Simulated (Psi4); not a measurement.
Psi4 input (wB97X-D/6-31G*):

```
memory 1500 MB

molecule {
1 2
Si   -0.00000000   -0.00000000   -0.55379891
O     0.00000000    0.00000000    0.96914808
symmetry c1
no_reorient
no_com
}

set {
  basis 6-31G*
  reference uks
  scf_type pk
  dft_radial_points 99
  dft_spherical_points 590
  e_convergence 1e-8
  d_convergence 1e-7
  maxiter 150
}

e = energy('wb97x-d')
print_out(f'\nFINAL {e:.10f} DIPOLE {variable("CURRENT DIPOLE")[0]:.6f} {variable("CURRENT DIPOLE")[1]:.6f} {variable("CURRENT DIPOLE")[2]:.6f}\n')
```

### Question
What final total energy does it give?

### Answer
-364.24348 Eh.
